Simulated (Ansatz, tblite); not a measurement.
# BiF3: removing an electron

What does removing an electron cost or gain for BiF3? Each charged state is run at several levels.

The runs use Ansatz 0.2.0, Gaussian basis; as each input shows.

The runs, in order: charge +1 doublet, at the geometry of the singlet (PBE0-D4/def2-TZVP, PBE-D4/def2-TZVP, r2SCAN-D4/def2-TZVP, CCSD(T)/def2-TZVPP); charge +1 doublet, relaxed (PBE0-D4/def2-TZVP, PBE-D4/def2-TZVP); the starting singlet's energies come from earlier runs.

### 1 The relaxed structure

The singlet was relaxed beforehand with PBE-D4/def2-TZVP.

4 atoms, charge 0, spin multiplicity 1.

Atoms are counted from 1 here; the program's logs count them from 0.

Bond lengths: Bi1–F2 2.018 Å, Bi1–F3 2.019 Å, Bi1–F4 2.019 Å. Angles: F2–Bi1–F3 96.2°, F2–Bi1–F4 96.3°, F3–Bi1–F4 96.3°.

Bi takes a core potential in the def2 sets. No spin-orbit coupling is included.

### 2 Charge +1 doublet at the fixed geometry, first pass, PBE0-D4/def2-SVP

Contents of in.yaml:

```yaml
crystal:
  periodic: [false, false, false]
  atoms:
    - {symbol: Bi, position_ang: [-0.004932, 0.004660, 0.772834]}
    - {symbol: F, position_ang: [1.736709, -0.029970, -0.246795]}
    - {symbol: F, position_ang: [-0.841135, 1.515863, -0.271975]}
    - {symbol: F, position_ang: [-0.890642, -1.490563, -0.254054]}
basis:
  gaussian: {orbitals: def2-SVP}
total_charge: 1
magnetization: {spin_polarized: true, initial_magnetization: 1}
hamiltonian: {xc: pbe0, dispersion: d4}
output: {orbitals: {seedname: orbitals}}
```

Run with:

```bash
$ ansatz run in.yaml --threads 4 --pin off --events-out ev --progress --plain --max-ram 3916MiB
```

Standard output:

```text
Functional definition: PBE0
  name "PBE0"
  cite "Adamo & Barone, J. Chem. Phys. 110, 6158 (1999) doi:10.1063/1.478522"
  cite "Perdew, Burke & Ernzerhof, Phys. Rev. Lett. 77, 3865 (1996) doi:10.1103/PhysRevLett.77.3865"
  parent pbe
  parameter a = 0.25
  parameter kappa = 0.804
  parameter beta = 0.06672455060314922
  exchange = (1 - a)*pbe_x(kappa = kappa, mu = beta*pi^2/3) + a*exact_x
  correlation = pbe_c(beta = beta)
711 factors; integrals over basis functions are off by at most 2.0e-4 eV
mean field evaluation 1: about -13947.2820 eV, gradient 7.0e1 eV
mean field evaluation 2: about -13849.1817 eV, gradient 1.7e2 eV
mean field evaluation 4: about -13965.9923 eV, gradient 5.2e0 eV
mean field evaluation 8: about -13966.1473 eV, gradient 3.0e-1 eV
mean field evaluation 16: about -13966.2185 eV, gradient 2.5e-3 eV
mean field evaluation 32: about -13966.2083 eV, gradient 1.1e0 eV
mean field -13966.21845726 eV, -513.2490616613 hartree, gradient 3.4e-5 eV, S^2 0.770428; 6 other end points of the search recorded, 0 dependent functions left out
reference -13966.21847701 eV, -513.2490623873 hartree; 25, 24 occupied and 43, 44 virtual orbitals, 711 factors
Total energy: -13966.27345873 eV, -513.2510829280 hartree
```

Wall time 1.4 s (4 threads of AMD EPYC 7R43, shared host).

From the report: HOMO -17.68 eV, LUMO -14.64 eV (over both spins); ⟨S²⟩ 0.770 (pure: 0.75).

### 3 Charge +1 doublet at the fixed geometry, PBE0-D4/def2-TZVP

start.molden holds the orbitals of an earlier run on this state, given as this run's starting guess.

in.yaml: that of step 2 with these lines changed.

```diff
@@ -8,3 +8,3 @@
 basis:
-  gaussian: {orbitals: def2-SVP}
+  gaussian: {orbitals: def2-TZVP, initial_orbitals: start.molden}
 total_charge: 1
@@ -12,2 +12,3 @@
 hamiltonian: {xc: pbe0, dispersion: d4}
+scf: {omitted_lower_state_checks: [starts]}
 output: {orbitals: {seedname: orbitals}}
```

Same command.

Standard output:

```text
Functional definition: PBE0
  name "PBE0"
  cite "Adamo & Barone, J. Chem. Phys. 110, 6158 (1999) doi:10.1063/1.478522"
  cite "Perdew, Burke & Ernzerhof, Phys. Rev. Lett. 77, 3865 (1996) doi:10.1103/PhysRevLett.77.3865"
  parent pbe
  parameter a = 0.25
  parameter kappa = 0.804
  parameter beta = 0.06672455060314922
  exchange = (1 - a)*pbe_x(kappa = kappa, mu = beta*pi^2/3) + a*exact_x
  correlation = pbe_c(beta = beta)
these checks for a lower state are left out or cut short: starts
873 factors; their error is unknown
mean field evaluation 1: about -13972.4243 eV, gradient 1.4e2 eV
mean field evaluation 2: about -13976.8662 eV, gradient 5.6e0 eV
mean field evaluation 4: about -13977.1405 eV, gradient 3.1e-1 eV
mean field evaluation 8: about -13977.1410 eV, gradient 4.4e-5 eV
mean field -13977.14096499 eV, -513.6504564168 hartree, gradient 4.4e-5 eV, S^2 0.769604; 0 other end points of the search recorded, 0 dependent functions left out
reference -13977.14098494 eV, -513.6504571501 hartree; 25, 24 occupied and 118, 119 virtual orbitals, 873 factors
Total energy: -13977.19596665 eV, -513.6524776908 hartree
Checks for a lower state left out: starts
```

Run time: 1.7 s. Hardware: 4 threads of AMD EPYC 7R43, shared host.

From the report: HOMO -17.91 eV, LUMO -14.79 eV (over both spins); ⟨S²⟩ 0.770 (pure: 0.75).

### 4 Charge +1 doublet at the fixed geometry, PBE-D4/def2-TZVP

in.yaml: that of step 3 with these lines changed.

```diff
@@ -11,3 +11,3 @@
 magnetization: {spin_polarized: true, initial_magnetization: 1}
-hamiltonian: {xc: pbe0, dispersion: d4}
+hamiltonian: {xc: pbe, dispersion: d4}
 scf: {omitted_lower_state_checks: [starts]}
```

Same command.

Standard output:

```text
Functional definition: PBE
  name "PBE"
  cite "Perdew, Burke & Ernzerhof, Phys. Rev. Lett. 77, 3865 (1996) doi:10.1103/PhysRevLett.77.3865"
  parent pbe
  parameter kappa = 0.804
  parameter beta = 0.06672455060314922
  exchange = pbe_x(kappa = kappa, mu = beta*pi^2/3)
  correlation = pbe_c(beta = beta)
these checks for a lower state are left out or cut short: starts
828 factors; their error is unknown
mean field evaluation 1: about -13978.7345 eV, gradient 7.5e0 eV
mean field evaluation 2: about -13978.9181 eV, gradient 2.5e-1 eV
mean field evaluation 4: about -13978.9109 eV, gradient 2.7e-1 eV
mean field evaluation 8: about -13978.9110 eV, gradient 9.5e-6 eV
mean field -13978.91096876 eV, -513.7155028558 hartree, gradient 1.3e-5 eV, S^2 0.754093; 0 other end points of the search recorded, 0 dependent functions left out
reference -13978.91099788 eV, -513.7155039257 hartree; 25, 24 occupied and 118, 119 virtual orbitals, 828 factors
Total energy: -13978.97676411 eV, -513.7179207904 hartree
Checks for a lower state left out: starts
```

Wall time 1.4 s (4 threads of AMD EPYC 7R43, shared host).

Report: HOMO -16.04 eV, LUMO -15.42 eV (over both spins); ⟨S²⟩ 0.754 (pure: 0.75).

### 5 Charge +1 doublet at the fixed geometry, r2SCAN-D4/def2-TZVP

in.yaml: that of step 4 with these lines changed.

```diff
@@ -11,3 +11,3 @@
 magnetization: {spin_polarized: true, initial_magnetization: 1}
-hamiltonian: {xc: pbe, dispersion: d4}
+hamiltonian: {xc: r2scan, dispersion: d4}
 scf: {omitted_lower_state_checks: [starts]}
```

Same command.

Standard output:

```text
Functional definition: r2SCAN
  name "r2SCAN"
  cite "Furness, Kaplan, Ning, Perdew & Sun, J. Phys. Chem. Lett. 11, 8208 (2020) doi:10.1021/acs.jpclett.0c02405"
  cite "Furness, Kaplan, Ning, Perdew & Sun, J. Phys. Chem. Lett. 11, 9248 (2020) doi:10.1021/acs.jpclett.0c03077"
  parent r2scan
  parameter k0 = 0.174
  parameter k1 = 0.065
  parameter a1 = 4.9479
  exchange = r2scan_x(k0 = k0, k1 = k1, a1 = a1)
  correlation = r2scan_c
these checks for a lower state are left out or cut short: starts
828 factors; their error is unknown
mean field evaluation 1: about -13984.7162 eV, gradient 4.0e0 eV
mean field evaluation 2: about -13984.7712 eV, gradient 1.1e-1 eV
mean field evaluation 4: about -13984.7590 eV, gradient 3.8e-3 eV
mean field evaluation 8: about -13984.7590 eV, gradient 8.4e-5 eV
mean field -13984.75897036 eV, -513.9304129505 hartree, gradient 1.4e-5 eV, S^2 0.760174; 0 other end points of the search recorded, 0 dependent functions left out
reference -13984.75897885 eV, -513.9304132625 hartree; 25, 24 occupied and 118, 119 virtual orbitals, 828 factors
Total energy: -13984.77294797 eV, -513.9309266184 hartree
Checks for a lower state left out: starts
```

Wall time 2.6 s (4 threads of AMD EPYC 7R43, shared host).

HOMO -16.54 eV, LUMO -15.47 eV (over both spins); ⟨S²⟩ 0.760 (pure: 0.75).

### 6 Charge +1 doublet at the fixed geometry, CCSD(T)/def2-TZVPP

in.yaml: that of step 5 with these lines changed.

```diff
@@ -8,7 +8,7 @@
 basis:
-  gaussian: {orbitals: def2-TZVP, initial_orbitals: start.molden}
+  gaussian: {orbitals: def2-TZVPP, initial_orbitals: start.molden}
 total_charge: 1
 magnetization: {spin_polarized: true, initial_magnetization: 1}
-hamiltonian: {xc: r2scan, dispersion: d4}
-scf: {omitted_lower_state_checks: [starts]}
+correlation: {method: ccsd_t}
+scf: {omitted_lower_state_checks: [starts, cluster_reference]}
 output: {orbitals: {seedname: orbitals}}
```

Same command.

Standard output, shortened:

```text
Functional definition: HF
  name "HF"
  cite "Fock, Z. Phys. 61, 126 (1930) doi:10.1007/BF01340294"
  parent pbe
[...]
1090 factors; integrals over basis functions are off by at most 7.7e-4 eV
[...]
mean field -13922.11589188 eV, -511.6283222777 hartree, gradient 3.8e-6 eV, S^2 0.783234; 0 other end points of the search recorded, 0 dependent functions left out
7 core orbitals not correlated: weight in the atoms' cores, before any rotation towards them, 1.000 or more for the frozen orbitals, at most 0.000 for the correlated occupied ones
reference -13922.11589188 eV, -511.6283222777 hartree; 18, 17 occupied and 118, 119 virtual orbitals, 1090 factors
second order -30.82377906 eV of doubles, -0.00000000 eV of singles
cycle   1  -29.17225000 eV  change     1.7e0 eV  update   1.8e-1
[...]
cycle  22  -30.69251862 eV  change   -1.6e-5 eV  update   2.5e-5
perturbative correction -1.13571455 eV, -0.0417367398 hartree
Total energy: -13953.94412505 eV, -512.7979882726 hartree
Checks for a lower state left out: starts, cluster_reference
```

It took 1.9 min on 4 threads of AMD EPYC 7R43, shared host; peak memory 2.8 GiB.

From the report: Hartree-Fock HOMO -20.26 eV, LUMO -9.79 eV (over both spins); ⟨S²⟩ 0.783 (pure: 0.75); T1 0.086. Doubts: large T1 diagnostic.

### 7 Vertical ionisation energy

Charged state less starting state, singlet to doublet; the starting state's energies are those of its earlier runs.

| level | vertical ionisation energy (eV) | time |
| --- | --- | --- |
| HF/def2-TZVPP† | +12.20 |  |
| PBE-D4/def2-TZVP | +11.99 | 2.1 s |
| r2SCAN-D4/def2-TZVP | +12.23 | 4 s |
| PBE0-D4/def2-TZVP | +12.46 | 2.5 s |
| MP2/def2-TZVPP† | +13.86 |  |
| CCSD/def2-TZVPP† | +12.93 |  |
| CCSD(T)/def2-TZVPP† | +12.74 | 2.2 min |

Times add the two runs; a level without a time comes out of a correlated run. † marks a level with a doubtful state (flagged, unstable, out of aufbau order, or strongly spin-contaminated); such levels are left out of the summary. CCSD(T)/def2-TZVPP is no safe reference here (large T1 diagnostic).

Beside −ε(HOMO) of the starting state:

| level | −ε(HOMO) (eV) | by difference (eV) | mismatch (eV) |
| --- | --- | --- | --- |
| PBE-D4/def2-TZVP | 8.56 | 11.99 | -3.43 |
| r2SCAN-D4/def2-TZVP | 8.97 | 12.23 | -3.25 |
| PBE0-D4/def2-TZVP | 10.13 | 12.46 | -2.33 |

### 8 Relaxing the charge +1 doublet

in.yaml: that of step 6 with these lines changed.

```diff
@@ -8,7 +8,8 @@
 basis:
-  gaussian: {orbitals: def2-TZVPP, initial_orbitals: start.molden}
+  gaussian: {orbitals: def2-TZVP}
 total_charge: 1
 magnetization: {spin_polarized: true, initial_magnetization: 1}
-correlation: {method: ccsd_t}
-scf: {omitted_lower_state_checks: [starts, cluster_reference]}
+hamiltonian: {xc: pbe, dispersion: d4}
+scf: {lower_state_search: "off"}
 output: {orbitals: {seedname: orbitals}}
+relax: {f_tol: 0.02, max_steps: 100}
```

The command is unchanged.

Standard output, shortened:

```text
Functional definition: PBE
  name "PBE"
  cite "Perdew, Burke & Ernzerhof, Phys. Rev. Lett. 77, 3865 (1996) doi:10.1103/PhysRevLett.77.3865"
  parent pbe
[...]
828 factors; their error is unknown
[...]
mean field -13978.91096876 eV, -513.7155028558 hartree, gradient 5.5e-6 eV, S^2 0.754093; 0 other end points of the search recorded, 0 dependent functions left out
[...]
reference -13978.91099788 eV, -513.7155039258 hartree; 25, 24 occupied and 118, 119 virtual orbitals, 828 factors
relax step   1: F+E_penalty+E_count = -13978.97673500 eV  Δ(F+E_penalty+E_count) = +0.000e0 eV  max|allowed force component| = 1.144e0 eV/Å  Δτ_max = 0.0000 Å  (23 SCF iters, accepted)
[...]
relax step   3: F+E_penalty+E_count = -13979.08285624 eV  Δ(F+E_penalty+E_count) = -1.099e-2 eV  max|allowed force component| = 4.444e-2 eV/Å  Δτ_max = 0.0473 Å  (24 SCF iters, accepted)
[...]
relax step   4: F+E_penalty+E_count = -13979.08312952 eV  Δ(F+E_penalty+E_count) = -2.733e-4 eV  max|allowed force component| = 6.597e-3 eV/Å  Δτ_max = 0.0051 Å  (25 SCF iters, accepted)
Total energy: -13979.08315882 eV, -513.7218307238 hartree
Atom 0 at    -0.003658     0.003623     0.598489 Å, force     0.000278     0.000005     0.001400 eV/Å
Atom 1 at     1.832555    -0.031250    -0.188037 Å, force     0.006597    -0.000112    -0.000341 eV/Å
Atom 2 at    -0.888376     1.599716    -0.214669 Å, force    -0.003345     0.005720    -0.000563 eV/Å
Atom 3 at    -0.940520    -1.572099    -0.195773 Å, force    -0.003530    -0.005613    -0.000496 eV/Å
Dipole moment:    -0.003599     0.003576     0.590259 e Å
Checks for a lower state left out: stability, starts, cluster_reference, orbital_swaps, neighbouring_geometries, increment
```

It took 4.1 s on 4 threads of AMD EPYC 7R43, shared host.

Relaxation path:

| step | energy from step 1 (eV) | largest force component (eV/Å) |
| --- | --- | --- |
| 1 | 0.0000 | 1.1443 |
| 2 | -0.0951 | 0.4681 |
| 3 | -0.1061 | 0.0444 |
| 4 | -0.1064 | 0.0066 |

Close pairs (by a distance rule), those that changed most:

| bond | before (Å) | after (Å) | change (Å) |
| --- | --- | --- | --- |
| Bi1–F4 | 2.019 | 1.998 | -0.021 |
| Bi1–F3 | 2.019 | 1.998 | -0.021 |
| Bi1–F2 | 2.018 | 1.998 | -0.021 |

### 9 Charge +1 doublet, PBE0-D4/def2-TZVP

Contents of in.yaml:

```yaml
crystal:
  periodic: [false, false, false]
  atoms:
    - {symbol: Bi, position_ang: [-0.003658, 0.003623, 0.598489]}
    - {symbol: F, position_ang: [1.832555, -0.031250, -0.188037]}
    - {symbol: F, position_ang: [-0.888376, 1.599716, -0.214669]}
    - {symbol: F, position_ang: [-0.940520, -1.572099, -0.195773]}
basis:
  gaussian: {orbitals: def2-TZVP, initial_orbitals: start.molden}
total_charge: 1
magnetization: {spin_polarized: true, initial_magnetization: 1}
hamiltonian: {xc: pbe0, dispersion: d4}
scf: {omitted_lower_state_checks: [starts]}
output: {orbitals: {seedname: orbitals}}
```

Launched as before.

Standard output:

```text
Functional definition: PBE0
  name "PBE0"
  cite "Adamo & Barone, J. Chem. Phys. 110, 6158 (1999) doi:10.1063/1.478522"
  cite "Perdew, Burke & Ernzerhof, Phys. Rev. Lett. 77, 3865 (1996) doi:10.1103/PhysRevLett.77.3865"
  parent pbe
  parameter a = 0.25
  parameter kappa = 0.804
  parameter beta = 0.06672455060314922
  exchange = (1 - a)*pbe_x(kappa = kappa, mu = beta*pi^2/3) + a*exact_x
  correlation = pbe_c(beta = beta)
these checks for a lower state are left out or cut short: starts
873 factors; their error is unknown
mean field evaluation 1: about -13977.0108 eV, gradient 7.7e0 eV
mean field evaluation 2: about -13977.1997 eV, gradient 2.8e-1 eV
mean field evaluation 4: about -13977.3206 eV, gradient 2.7e-1 eV
mean field evaluation 8: about -13977.3207 eV, gradient 9.7e-6 eV
mean field -13977.32069092 eV, -513.6570612230 hartree, gradient 9.7e-6 eV, S^2 0.766129; 0 other end points of the search recorded, 0 dependent functions left out
reference -13977.32071083 eV, -513.6570619547 hartree; 25, 24 occupied and 118, 119 virtual orbitals, 873 factors
Total energy: -13977.37484077 eV, -513.6590511933 hartree
Checks for a lower state left out: starts
```

Run time: 2 s. Hardware: 4 threads of AMD EPYC 7R43, shared host.

Report: HOMO -17.70 eV, LUMO -14.44 eV (over both spins); ⟨S²⟩ 0.766 (pure: 0.75).

### 10 Charge +1 doublet, PBE-D4/def2-TZVP

in.yaml: that of step 9 with these lines changed.

```diff
@@ -11,3 +11,3 @@
 magnetization: {spin_polarized: true, initial_magnetization: 1}
-hamiltonian: {xc: pbe0, dispersion: d4}
+hamiltonian: {xc: pbe, dispersion: d4}
 scf: {omitted_lower_state_checks: [starts]}
```

Launched as before.

Standard output:

```text
Functional definition: PBE
  name "PBE"
  cite "Perdew, Burke & Ernzerhof, Phys. Rev. Lett. 77, 3865 (1996) doi:10.1103/PhysRevLett.77.3865"
  parent pbe
  parameter kappa = 0.804
  parameter beta = 0.06672455060314922
  exchange = pbe_x(kappa = kappa, mu = beta*pi^2/3)
  correlation = pbe_c(beta = beta)
these checks for a lower state are left out or cut short: starts
828 factors; their error is unknown
mean field evaluation 1: about -13978.8360 eV, gradient 7.5e0 eV
mean field evaluation 2: about -13979.0181 eV, gradient 2.7e-1 eV
mean field evaluation 4: about -13979.0185 eV, gradient 2.7e-1 eV
mean field evaluation 8: about -13979.0186 eV, gradient 2.7e-5 eV
mean field -13979.01855259 eV, -513.7194564887 hartree, gradient 2.7e-5 eV, S^2 0.753417; 0 other end points of the search recorded, 0 dependent functions left out
reference -13979.01858190 eV, -513.7194575656 hartree; 25, 24 occupied and 118, 119 virtual orbitals, 828 factors
Total energy: -13979.08315669 eV, -513.7218306454 hartree
Checks for a lower state left out: starts
```

Wall time 1.4 s (4 threads of AMD EPYC 7R43, shared host).

HOMO -16.03 eV, LUMO -15.13 eV (over both spins); ⟨S²⟩ 0.753 (pure: 0.75).

### 11 Adiabatic ionisation energy

Charged state less starting state, singlet to doublet; the starting state's energies are those of its earlier runs.

| level | adiabatic ionisation energy (eV) | time |
| --- | --- | --- |
| PBE-D4/def2-TZVP | +11.88 | 2 s |
| PBE0-D4/def2-TZVP | +12.28 | 2.9 s |

Times add the two runs; a level without a time comes out of a correlated run.

### 12 Results

```
                                             quantity                                 value
 vertical ionisation energy, functionals in def2-TZVP  11.99 (PBE-D4) to 12.46 eV (PBE0-D4)
adiabatic ionisation energy, functionals in def2-TZVP  11.88 (PBE-D4) to 12.28 eV (PBE0-D4)
      relaxation of the cation side, PBE-D4/def2-TZVP                               0.11 eV
```

The vertical ionisation energy spans 11.99 to 12.46 eV over the functionals. −ε(HOMO) misses the level's own difference by -2.33 eV at best (PBE0-D4) and -3.43 eV at worst (PBE-D4). The adiabatic ionisation energy spans 11.88 to 12.28 eV over the functionals. Relaxing the oxidised state gains 0.11 eV at PBE-D4/def2-TZVP.
